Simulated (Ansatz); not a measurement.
Consider the ligand exchange at the Al–N bond: `C=[N][AlH2]` + `[OH][AlH2]` → `[AlH2][O][AlH2]` + `C=N`.

Isolated molecules relaxed with PBE0-D4/def2-TZVP in Ansatz; ΔE leaves out vibrations. CBS: MP2 limit from def2 TZ/QZ plus the TZ coupled-cluster correction, frozen cores. This one scheme is used for every species. DFT in def2-TZVPP. B3LYP here is the variant with VWN-RPA as its local correlation; programs differ in this.

(1) Is it downhill or uphill in electronic energy at CCSD(T)/CBS, and by how much? (Best estimate.)

(2) What do these levels give: r2SCAN-D4, r2SCAN0-D4, revPBE, B3LYP, MP2/def2-SVP, CCSD/def2-SVP? (An estimate is asked.)

Largest T1 diagnostic among the species: 0.015.

## Answers

(1) The calculation gave: Downhill: ΔE = -0.87 eV.

(2) Computed: r2SCAN-D4 -0.79, r2SCAN0-D4 -0.82, revPBE -0.73, B3LYP -0.80, MP2/def2-SVP -0.92, CCSD/def2-SVP -0.94 eV.

In def2-TZVPP, CCSD(T) changes the Hartree–Fock value by +0.07 eV (the triples alone add +0.02 eV) and MP2 by +0.08 eV. From BLYP to BHLYP (50 % exact exchange), in def2-TZVPP and without D4, ΔE moves by −0.11 eV. At CCSD(T), def2-SVP lies −0.05 eV from the extrapolated value and def2-TZVPP −0.02 eV.
